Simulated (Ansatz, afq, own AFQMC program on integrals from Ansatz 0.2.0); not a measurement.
Si2, singlet → Si$_{2}$⁺, doublet

```xyz
2

Si    0.0000    0.0000    0.0000
Si    0.0000    0.0000    2.2861
```

E(doublet, charge +1) − E(singlet, charge +0) at this geometry, on RHF and ROHF determinants.

Basis 6-31G. Noble-gas cores (and the filled d shells of Ga–Kr and In–Xe) are frozen. AFQMC by an in-house program on the Cholesky factors that Ansatz 0.2.0 writes for its CCSD(T) run. The CISD trial takes its coefficients from CCSD amplitudes. Released means that phaseless walkers are propagated on without the constraint, phases kept. Uncertainties: one standard error, sampling alone. The errors of all members are added in quadrature.

Full CI is exact in this basis; where marked, its frozen core comes from its own orbitals, which moves totals by up to a few meV.

Errors are counted within 6-31G, not against nature.

Cautions: Si₂ (singlet): another spin lies lower, restricted determinant unstable towards unrestricted (UHF 2.10 eV lower, ⟨S²⟩ 1.63), the search met a lower determinant of the same kind, perhaps of another symmetry (1.24 eV lower), and this one is a saddle point, strong correlation (T1 0.034, weight of the determinant 0.76, largest double 0.20), CCSD(T) is in doubt: in a space of 8 electrons in 8 natural orbitals full CI lies 95 meV below it, the released energies are still falling, so no released level is given (meV from the phaseless value at times in 1/Eh: -20 ± 4 at 0.24, -39 ± 5 at 0.51, -60 ± 4 at 0.99, -86 ± 3 at 1.62, -106 ± 3 at 2.40), CCSDTQ on the UHF determinant differs (634 meV lower), perhaps since the unrestricted series falls towards higher spin, its ph-AFQMC/CISD value lies 168 ± 5 meV above full CI; Si₂⁺ (doublet): a spin-contaminated unrestricted determinant lies lower (UHF 1.15 eV lower, ⟨S²⟩ 1.84), the search met a lower determinant of the same kind, perhaps of another symmetry (413 meV lower), and this one is a saddle point, the CCSDT(Q) amplitudes may be one of several solutions (largest double 0.56), the CCSDTQ amplitudes may be one of several solutions (largest double 0.94), the released energy hasn't reached full CI (89 meV above it at 1.62 1/Eh, later times being too noisy to tell), so no released level is given (meV from the phaseless value at times in 1/Eh: -7 ± 4 at 0.24, -10 ± 4 at 0.51, -18 ± 3 at 0.99, -17 ± 3 at 1.62, -10 ± 14 at 2.40), the determinant fills πx and πy unequally, so it mixes two states of the linear molecule, and each level undoes that mixture to a different degree, while full CI gives the lower state, full CI with its own frozen core, a state of higher spin lies lower, its ph-AFQMC/CISD value lies 106 ± 4 meV above full CI; this isn't the first ionization.

```csv
level,vertical ionization energy (kJ/mol)
HF,599.3
CCSD,708.9
```

Task: From these cheaper values, estimate the vertical ionization energy at the reference level in 6-31G.

Result: 723.1 kJ/mol (full CI in 6-31G).

| level | vertical ionization energy (kJ/mol) | error against FCI (kJ/mol) |
| --- | --- | --- |
| MP2 | 735.7 | 12.6 |
| CCSD(T) | 723.7 | 0.7 |
| CCSDT | 720.3 | -2.8 |
| CCSDT(Q) | 725.1 | 2.0 |
| CCSDTQ | 722.3 | -0.8 |
| ph-AFQMC/CISD | 717.1 ± 0.6 | -6.0 ± 0.6 |

Correlation beyond CCSD(T) takes off 0.7 kJ/mol. The perturbative (T) step is worth +14.8 kJ/mol. Where a determinant mixes two states, these steps and errors hold in part the undoing of that mixture, and only full CI is sure.

CCSDT and higher add their correlation energy to the determinant of the CCSD(T) run, since their own runs factorise the integrals more tightly (a shift of under 2 meV).
